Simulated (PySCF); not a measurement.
Compound: C2H5NS.
SMILES with atom numbers: `[H]/[N:4]=[CH:3]\[S:2][CH3:1]` (hydrogens: H5, H6, H7 on C1; H8 on C3; H9 on N4)

The calculation used MP2 and CCSD/aug-cc-pVDZ in PySCF, restricted Hartree–Fock reference, frozen core, non-relativistic, gas phase, PBE0-D3(BJ)/def2-SVP geometry.

E(HF) = -530.62309 Eh.

Problem. How large is the problem?

Solution. 141 basis functions and 40 electrons; 8 orbitals frozen, which leaves o = 12 correlated occupied and v = 121 virtual orbitals. That is o·v = 1452 singles and o·v(o·v + 1)/2 = 1054878 distinct closed-shell doubles amplitudes before symmetry; the costliest CCSD step grows as o²v⁴ = 3.1 × 10^10.

Problem. What are the MP2 and CCSD correlation energies?

Solution. MP2 -0.6075 Eh and CCSD -0.6488 Eh, which gives totals of -531.23060 and -531.27188 Eh. That is 0.736 eV for each correlated electron at CCSD (1703 kJ/mol in all, 0.122 % of the total energy); MP2 gives 93.6 % of the CCSD value.

Problem. What is the T1 diagnostic?

Solution. 0.0141, below the customary warning level of 0.02. It is the norm of the spatial-orbital singles amplitudes over the root of the number of correlated electrons, so the norm is 0.069.

Problem. How does correlation change the dipole moment?

Solution. HF gives 2.41 D and CCSD (unrelaxed density) 2.28 D, a change of -0.13 D.

Connected triples and the basis-set limit are missing.

The values belong to the conformer `[H]/[N:4]=[CH:3]\[S:2][CH3:1]`: C1–S2–C3–N4 0°.
